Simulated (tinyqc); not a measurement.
Worked calculation (part 3 of 3): UKS/PBE0 in the sto-6g basis, for H2O+, spin multiplicity 2. Computed by tinyqc, a small Python program that keeps every step (integrals from PySCF). Command: `OMP_NUM_THREADS=1 python tinyqc.py 21325 21326 out.jsonl` (the two numbers bound the seeds that draw the settings). One thread of a shared host (Intel(R) Xeon(R) Processor @ 2.60GHz), about 6 s of CPU time with the checks.

Geometry (angstrom):
```
atom         x          y         z
O     0.000000   0.000000  0.000000
H     0.000000   0.976000  0.932000
H     0.000000  -0.951000  0.908000
```

## Iteration 11 (converged): orbitals

converged F(alpha) (hartree), order 1O 1s, 1O 2s, 1O 2px, 1O 2py, 1O 2pz, 2H 1s, 3H 1s:
```
[[-19.867298, -4.832087, 0.000000, 0.000389, -0.014586, -0.470281, -0.509492],
 [-4.832087, -2.507953, 0.000000, 0.002842, -0.092957, -0.534512, -0.569293],
 [0.000000, 0.000000, -0.788950, 0.000000, 0.000000, 0.000000, 0.000000],
 [0.000389, 0.002842, 0.000000, -0.723519, 0.000922, -0.251511, 0.264317],
 [-0.014586, -0.092957, 0.000000, 0.000922, -0.721234, -0.260976, -0.273453],
 [-0.470281, -0.534512, 0.000000, -0.251511, -0.260976, -0.603189, -0.179108],
 [-0.509492, -0.569293, 0.000000, 0.264317, -0.273453, -0.179108, -0.617235]]
```

converged F(beta) (hartree), order 1O 1s, 1O 2s, 1O 2px, 1O 2py, 1O 2pz, 2H 1s, 3H 1s:
```
[[-19.842961, -4.811622, 0.000000, 0.000384, -0.014271, -0.468158, -0.507195],
 [-4.811622, -2.400708, 0.000000, 0.002788, -0.087000, -0.522236, -0.555852],
 [0.000000, 0.000000, -0.459118, 0.000000, 0.000000, 0.000000, 0.000000],
 [0.000384, 0.002788, 0.000000, -0.665333, 0.002307, -0.251681, 0.263936],
 [-0.014271, -0.087000, 0.000000, 0.002307, -0.664191, -0.260996, -0.273004],
 [-0.468158, -0.522236, 0.000000, -0.251681, -0.260996, -0.634508, -0.179242],
 [-0.507195, -0.555852, 0.000000, 0.263936, -0.273004, -0.179242, -0.644160]]
```

X, order 1O 1s, 1O 2s, 1O 2px, 1O 2py, 1O 2pz, 2H 1s, 3H 1s:
```
[[-0.417938, -0.050164, 0.680001, 0.000000, 0.609690, 0.013150, 0.220468],
 [0.895267, 0.076131, -0.294557, 0.000000, 0.339449, 0.012490, 0.463655],
 [0.000000, 0.000000, 0.000000, 1.000000, 0.000000, 0.000000, 0.000000],
 [-0.071592, 0.746675, 0.006273, 0.000000, -0.004034, 0.721970, -0.012727],
 [0.436970, 0.030100, 0.690570, 0.000000, -0.581624, 0.001319, 0.243161],
 [-0.469325, -0.727540, -0.236447, 0.000000, -0.195908, 0.404995, 0.385977],
 [-0.612789, 0.636880, -0.221325, 0.000000, -0.184133, -0.384308, 0.406290]]
```

Diagonalise F' = X^T F X, C = X C', fill 5 alpha and 4 beta electrons from the bottom; D(s) = C_occ C_occ^T. Each column has its largest component positive (the first on a tie).

F' = X^T F X (alpha) (hartree):
```
[[-1.653150, -0.189196, 2.884387, 0.000000, 2.910564, 0.066517, 1.139145],
 [-0.189196, -0.307531, 0.401276, 0.000000, 0.422622, -0.046267, 0.183876],
 [2.884387, 0.401276, -7.546359, 0.000000, -7.764704, -0.182293, -3.936772],
 [0.000000, 0.000000, 0.000000, -0.788950, 0.000000, 0.000000, 0.000000],
 [2.910564, 0.422622, -7.764704, 0.000000, -9.677172, -0.209515, -4.654417],
 [0.066517, -0.046267, -0.182293, 0.000000, -0.209515, -0.810388, -0.107224],
 [1.139145, 0.183876, -3.936772, 0.000000, -4.654417, -0.107224, -3.486345]]
```

orbital energies (alpha) (hartree): [-19.870804, -1.428084, -0.811651, -0.788950, -0.773990, -0.322057, -0.274360]

coefficients C (alpha), order 1O 1s, 1O 2s, 1O 2px, 1O 2py, 1O 2pz, 2H 1s, 3H 1s:
```
[[0.996541, -0.241370, -0.006273, 0.000000, 0.066378, 0.064212, 0.012931],
 [0.015029, 0.974647, 0.032139, 0.000000, -0.330725, -0.396260, -0.082604],
 [0.000000, 0.000000, 0.000000, 1.000000, 0.000000, 0.000000, 0.000000],
 [-0.000073, -0.003941, 0.795003, 0.000000, 0.051585, -0.107657, 0.661673],
 [0.001620, 0.126504, -0.044982, 0.000000, 0.812291, -0.612505, -0.114642],
 [-0.002266, 0.063878, 0.302594, 0.000000, 0.293425, 0.788412, -0.594580],
 [-0.002437, 0.069461, -0.338051, 0.000000, 0.258426, 0.546217, 0.832187]]
```

F' = X^T F X (beta) (hartree):
```
[[-1.603018, -0.185627, 2.874464, 0.000000, 2.912670, 0.064579, 1.203916],
 [-0.185627, -0.302013, 0.400201, 0.000000, 0.421360, 0.000920, 0.189795],
 [2.874464, 0.400201, -7.510034, 0.000000, -7.789088, -0.180678, -3.930865],
 [0.000000, 0.000000, 0.000000, -0.459118, 0.000000, 0.000000, 0.000000],
 [2.912670, 0.421360, -7.789088, 0.000000, -9.636937, -0.208864, -4.629749],
 [0.064579, 0.000920, -0.180678, 0.000000, -0.208864, -0.788995, -0.107463],
 [1.203916, 0.189795, -3.930865, 0.000000, -4.629749, -0.107463, -3.452003]]
```

orbital energies (beta) (hartree): [-19.846034, -1.330832, -0.784489, -0.739552, -0.459118, -0.317878, -0.274216]

coefficients C (beta), order 1O 1s, 1O 2s, 1O 2px, 1O 2py, 1O 2pz, 2H 1s, 3H 1s:
```
[[0.996775, -0.235922, -0.006608, 0.079206, 0.000000, 0.065430, 0.016487],
 [0.014040, 0.949163, 0.033535, -0.394660, 0.000000, -0.394945, -0.102229],
 [0.000000, 0.000000, 0.000000, 0.000000, 1.000000, 0.000000, 0.000000],
 [-0.000069, -0.004494, 0.733564, 0.040017, 0.000000, -0.156528, 0.721020],
 [0.001543, 0.129027, -0.040036, 0.754584, 0.000000, -0.674665, -0.152735],
 [-0.002126, 0.095446, 0.367472, 0.350335, 0.000000, 0.778549, -0.532770],
 [-0.002287, 0.102547, -0.397533, 0.305429, 0.000000, 0.489347, 0.821876]]
```

D(alpha) after iteration 11, order 1O 1s, 1O 2s, 1O 2px, 1O 2py, 1O 2pz, 2H 1s, 3H 1s:
```
[[1.055800, -0.242428, 0.000000, -0.000684, 0.025281, -0.000098, 0.000080],
 [-0.242428, 1.060575, 0.000000, 0.004647, -0.146769, -0.025094, -0.028669],
 [0.000000, 0.000000, 1.000000, 0.000000, 0.000000, 0.000000, 0.000000],
 [-0.000684, 0.004647, 0.000000, 0.634707, 0.005642, 0.255448, -0.255694],
 [0.025281, -0.146769, 0.000000, 0.005642, 0.677847, 0.232812, 0.233906],
 [-0.000098, -0.025094, 0.000000, 0.255448, 0.232812, 0.181747, -0.022021],
 [0.000080, -0.028669, 0.000000, -0.255694, 0.233906, -0.022021, 0.185893]]
```

D(beta) after iteration 11, order 1O 1s, 1O 2s, 1O 2px, 1O 2py, 1O 2pz, 2H 1s, 3H 1s:
```
[[1.055538, -0.241414, 0.000000, -0.000687, 0.031129, 0.000683, 0.000346],
 [-0.241414, 1.057988, 0.000000, 0.004540, -0.176658, -0.035376, -0.036570],
 [0.000000, 0.000000, 0.000000, 0.000000, 0.000000, 0.000000, 0.000000],
 [-0.000687, 0.004540, 0.000000, 0.539738, 0.000247, 0.283155, -0.279855],
 [0.031129, -0.176658, 0.000000, 0.000247, 0.587651, 0.261957, 0.259616],
 [0.000683, -0.035376, 0.000000, 0.283155, 0.261957, 0.266885, -0.029287],
 [0.000346, -0.036570, 0.000000, -0.279855, 0.259616, -0.029287, 0.261841]]
```

## Convergence

Stop when the energy changes by less than 1e-08 hartree and every element of the error matrix X^T (F D S - S D F) X (for each spin) is below 3e-05.

Course of the cycle:
```
iteration   E (hartree)     change  largest element of the error matrix
1          -75.22691267          -                             2.36e-01
2          -75.08232121   1.45e-01                             4.06e-01
3          -75.56485414  -4.83e-01                             3.29e-02
4          -75.56778638  -2.93e-03                             3.95e-03
5          -75.56793255  -1.46e-04                             2.06e-03
6          -75.56800005  -6.75e-05                             3.00e-04
7          -75.56800254  -2.50e-06                             1.46e-04
8          -75.56800257  -3.02e-08                             1.71e-04
9          -75.56800266  -8.40e-08                             2.81e-05
10         -75.56800267  -1.23e-08                             1.53e-05
11         -75.56800268  -7.89e-09                             1.02e-05
```

PySCF UKS in the same basis, fine grid, after a stability check = -75.55679060 hartree

Converged in 11 iterations. The coarse grid moves the energy by -1.12e-02 hartree.

## Populations, bond orders and dipole

overlap S, order 1O 1s, 1O 2s, 1O 2px, 1O 2py, 1O 2pz, 2H 1s, 3H 1s:
```
[[1.000000, 0.231145, 0.000000, 0.000000, 0.000000, 0.022399, 0.024271],
 [0.231145, 1.000000, 0.000000, 0.000000, 0.000000, 0.261352, 0.276827],
 [0.000000, 0.000000, 1.000000, 0.000000, 0.000000, 0.000000, 0.000000],
 [0.000000, 0.000000, 0.000000, 1.000000, 0.000000, 0.178657, -0.187581],
 [0.000000, 0.000000, 0.000000, 0.000000, 1.000000, 0.170603, 0.179099],
 [0.022399, 0.261352, 0.000000, 0.178657, 0.170603, 1.000000, 0.134636],
 [0.024271, 0.276827, 0.000000, -0.187581, 0.179099, 0.134636, 1.000000]]
```

Mulliken: Z minus the diagonal of D S on the atom; Loewdin: the same with S^(1/2) D S^(1/2); Mayer order: 2 sum_s sum (D(s) S)_ij (D(s) S)_ji over the two atoms.

Charges (e):
```
atom  Mulliken   Loewdin  Mulliken spin
1O    0.218191  0.286729       1.173337
2H    0.393433  0.360878      -0.091411
3H    0.388376  0.352393      -0.081926
```

Mayer bond orders:
```
pair     order
2-1   0.836461
3-1   0.842059
3-2   0.000393
```

dipole moment about the origin, x y z (debye): [0.000000, 0.067405, 3.886346]

<S^2> of the determinant (pure state: 0.75) = 0.765640
